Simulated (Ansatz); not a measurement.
Z-matrix (Å, degrees):
```
C
C 1 1.517
H 1 1.091 2 111.1
H 1 1.093 2 111.1 3 -120.2
H 1 1.092 2 110.6 3 120.1
C 2 1.519 1 114.0 3 61.9
H 2 1.096 1 109.6 3 -178.2
H 2 1.095 1 110.4 3 -60.9
C 6 1.510 2 111.0 1 175.2
Cl 6 1.792 2 110.5 1 -62.8
H 6 1.092 2 110.5 1 53.3
Cl 9 1.775 6 113.1 2 -171.3
H 9 1.091 6 109.2 2 -52.5
H 9 1.090 6 110.8 2 67.9
```

Total charge 0; spin multiplicity 1.

Problem. List the ωB97M-V/def2-TZVPP orbital energies in eV (the Gaussian-basis code of Ansatz). (Best estimate.)

Solution. Ansatz gave: Occupied: -2771.85, -2771.79, -283.50, -283.32, -281.98, -281.39, -262.22, -262.16, -199.75, -199.69, -199.53, -199.53, -199.48, -199.47, -27.73, -26.26, -24.64, -22.95, -20.55, -19.34, -16.69, -15.83, -15.23, -15.09, -13.87, -13.45, -12.86, -12.65, -12.24, -11.09, -10.99, -10.72, -10.67. Lowest empty: 2.35, 2.76, 3.02, 3.36, 3.58, 4.13, 4.62, 4.83.
